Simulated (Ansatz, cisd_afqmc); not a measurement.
Species: C₂H₂O, charge 0, singlet. C2H2O (SMILES C=C=O).
B3LYP-D3(BJ)/def2-TZVP minimum from Ansatz (a first-principles code):
```xyz
5

C      0.0091     0.0017    -1.2056
C     -0.0008    -0.0001     0.1027
H      0.0282     0.9401    -1.7377
H     -0.0018    -0.9351    -1.7406
O     -0.0096    -0.0018     1.2620
```

Total energies in cc-pVDZ, 16 correlated electrons, 3 frozen orbitals. Radicals and triplets start from unrestricted determinants; spin-orbit coupling is neglected. Correlated methods leave the cores frozen. No relativity. The Monte Carlo rows (phaseless AFQMC, CISD trial, step 0.005/hartree) carry one-sigma bars that omit the constraint's bias. Outlying blocks are dropped, and bars are widened where a walk drifts. Over all cases where full CI ran beside it in this data, AFQMC minus full CI had a median of +0.1 mEh and passed +0.4 mEh in a tenth of the cases.

```json
[
 {"method": "HF", "program": "Ansatz", "energy (Eh)": "-151.74029", "minus CCSDT(Q) (mEh)": "470.46"},
 {"method": "MP2", "program": "Ansatz", "energy (Eh)": "-152.17611", "minus CCSDT(Q) (mEh)": "34.65"},
 {"method": "CCSD", "program": "Ansatz", "energy (Eh)": "-152.19160", "minus CCSDT(Q) (mEh)": "19.15"},
 {"method": "CCSD(T)", "program": "Ansatz", "energy (Eh)": "-152.20848", "minus CCSDT(Q) (mEh)": "2.28"},
 {"method": "CCSDT(Q)", "program": "Ansatz", "energy (Eh)": "-152.21075", "minus CCSDT(Q) (mEh)": "0.00"},
 {"method": "AFQMC/CISD", "program": "cisd_afqmc", "energy (Eh)": "-152.2099 ± 0.0004", "minus CCSDT(Q) (mEh)": "0.9 ± 0.4"}
]
```

Rough core times of Ansatz's runs on a shared machine: CCSD(T) under 20 s, CCSDT(Q) 30 s.
